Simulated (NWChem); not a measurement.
## Correlation energy of ethylamine (C2H7N)

```xyz
10

C      1.1899     0.4470     0.0113
C      0.0408    -0.5497    -0.1004
N     -1.2484     0.1290     0.0017
H      2.1650    -0.0508    -0.1121
H      1.0940     1.2331    -0.7539
H      1.1922     0.9402     0.9989
H      0.1907    -1.3575     0.6509
H      0.0857    -1.0440    -1.0869
H     -2.0130    -0.5374    -0.1092
H     -1.3597     0.5299     0.9348
```
Charge 0, spin multiplicity 1.

Everything below was run with NWChem. The geometry was optimised at B3LYP/def2-SVP, a minimum by its harmonic frequencies. It is one conformer; others weren't searched.

Basis set: cc-pVDZ. Each correlation energy counts from its own Hartree-Fock reference.

The correlated methods keep 3 core orbitals frozen. Coupled-cluster values serve here as a point of comparison, not as the truth.

### Question
For the correlation energy, SCS-MP2 gives -470.5 mHa and MP2 gives -469.3 mHa. What do CR-CCSD[T], CCSD+T(CCSD), CR-CCSD(T) give?

### Answer
CR-CCSD[T]: -523.4 mHa; CCSD+T(CCSD): -526.6 mHa; CR-CCSD(T): -523.2 mHa.
